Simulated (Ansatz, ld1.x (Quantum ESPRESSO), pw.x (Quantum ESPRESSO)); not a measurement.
## Ag: does the TM potential hold in the solid?

ld1.x (Quantum ESPRESSO) 7.5 input, shortened:

```
&input
   title='Ag', zed=47., rel=1, dft='PBESOL', iswitch=3,
   config='[Kr] 4d8 4f-2 5s0 5p0'
 /
 &inputp
   pseudotype=2, tm=.true., lloc=0,
   nlcc=.false.
 /
4
5P  2  1   0.00   0.00  2.10  2.10  0.0
4D  3  2   8.00   0.00  1.70  1.70  0.0
4F  4  3  -2.00   0.10  2.15  2.15  0.0
5S  1  0   0.00   0.00  1.75  1.75  0.0
 &test
   configts(1)='4d8 5s0 5p0'
 /
```

Atomic tests: cutoffs needed: 70 Ry and 100 Ry (the cutoffs (Ry, on a coarse ladder) from which the occupation-weighted sum of valence levels, in a spherical-Bessel basis at the reference potential, stays within 10 and 1 mRy of its value at 400 Ry); ghost test: no extra level below or beside the all-electron valence levels (p, d, f, s tested) (spherical-Bessel basis up to 400 Ry, 20 bohr box); largest excitation error: -503 meV (all-electron minus pseudo) for 4d10 5s0 5p0, out of 7 test configurations.

Crystal test: diamond Ag in pw.x 7.5, no spin, 8³ k-points, Fermi–Dirac smearing 0.01 Ry, cutoffs 120/480 Ry. The reference is all-electron LAPW (Ansatz 0.2.0) with the same functional, mesh and smearing; V0 and B0 come from Birch–Murnaghan fits to the pressures at five volumes. Errors are pseudo minus all-electron; Δ is the rms difference of the E(V) curves that follow from these fits, minima aligned, over ±6 % about the mean V0. Mesh and smearing are coarse, so the numbers serve the comparison and aren't converged zero-temperature values; the lattice is a test structure that the element need not adopt.

| V (Å³/atom) | P all-electron (GPa) | P pseudo (GPa) |
| --- | --- | --- |
| 26.120 | 2.46 | -1.11 |
| 26.808 | 1.13 | -2.25 |
| 27.495 | 0.00 | -3.20 |
| 28.182 | -0.95 | -3.99 |
| 28.870 | -1.76 | -4.66 |

All-electron: a0 = 6.037 Å (V0 = 27.50 Å³/atom), B0 = 41.5 GPa.

Pseudopotential: mean pressure error (GPa): -3.22. The pressure does not cross zero within the volumes sampled, so no fit is given. This is a poor potential for the solid.

At the middle volume, how do free energy and pressure move when the wave cutoff is lowered (ecutrho kept at four times it)?

```tsv
cutoff (Ry)	shift of F (meV/atom)	shift of P (GPa)
54	+727.6	-31.15
72	+21.3	-0.36
96	+9.6	-0.13
```

The run at the middle volume (29 k-points, 15 iterations) took about 2.2 min on one core of a shared host (Neoverse-V1, 32 threads, 247 GiB, load 66).
